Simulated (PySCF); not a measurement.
# Adding and removing an electron: SH

r²SCAN; PySCF, no relativity, basis sets H aug-cc-pVDZ, S aug-cc-pV(D+d)Z. Neutral (UKS): doublet (π ↑), Re = 1.354 Å, ωe = 2687 cm⁻¹, De = 3.82 eV, HOMO -6.43 eV, LUMO -5.34 eV.

SH⁻ (UKS): singlet (closed shell), Re = 1.355 Å, ωe = 2653 cm⁻¹, De = 3.95 eV to H + S⁻. The energies at the minima are -398.71890 hartree for SH and -398.80268 for SH⁻.

Problem. Work out the adiabatic electron affinity, without and with harmonic zero-point energies (1 hartree = 27.2114 eV, 1 eV = 8065.5 cm⁻¹), and the change of the bond length.

Solution. At r²SCAN: 0.08378 hartree = 2.280 eV between the minima; the zero-point term (2687.0 − 2653.0)/2 cm⁻¹ = +0.002 eV makes it 2.282 eV. Re changes by +0.1 pm against the neutral. The electron enters a π orbital, which is non-bonding in a hydride.

For an ion De counts to the pair picked by the measured ionisation energies or electron affinities, which need not be the lowest pair at this level. The highest Kohn–Sham level is positive in this anion. Much of that is self-interaction error, but it also means that the finite basis helps to hold the extra electron. States were picked by a PBE0 search and need not be the measured ground states.
